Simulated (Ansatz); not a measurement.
Born–Oppenheimer molecular dynamics of BFH4S (7 atoms, charge 0, multiplicity 1). It starts at the highest image of a converged band, a first-order saddle point between two minima.

Computed with RKS B3LYP-D4/6-31G* in Ansatz 0.2.0.

```
ensemble                      : NVE (velocity Verlet)
time step                     : 0.5 fs
steps asked                   : 200
starting velocities drawn for : 300 K
seed                          : 10036
```

First frame:

```xyz
7
Properties=species:S:1:pos:R:3
B 0.100 -0.278 -0.033
F -0.133 0.024 1.523
H 1.168 0.144 -0.345
H -0.888 -0.004 -0.637
S 0.258 -2.227 0.345
H -1.046 -2.562 0.233
H 0.014 -1.127 1.581
```

How far do the bonds stretch over the last three quarters of this one trajectory? (Pairs bonded in most of those frames.)


```
 bond  mean (Å)  spread (Å)  shortest  longest
B1–F2     1.336       0.038      1.27     1.42
B1–H3     1.200       0.017      1.16     1.24
B1–H4     1.202       0.016      1.17     1.23
S5–H6     1.356       0.045      1.29     1.42
S5–H7     1.357       0.044      1.29     1.42
```

Mean temperature of the second half: 1580 K. The conserved energy stayed within 0.21 meV per atom of its start (net change -0.11 meV per atom), so the integration is sound. The kinetic energy rose, since the run started high on the potential surface and went downhill. It ends in pieces (BFH2 + H2S), so much of that is their flight and rotation, not heat. A run of 0.1 ps of so small a system gives no equilibrium averages. The orbitals stay closed-shell, which can raise the energy where a bond breaks towards radicals; this wasn't checked here.

The run took 5.4 min on 1 thread of Arm Neoverse V1 (shared host), peak memory 0.1 GiB.
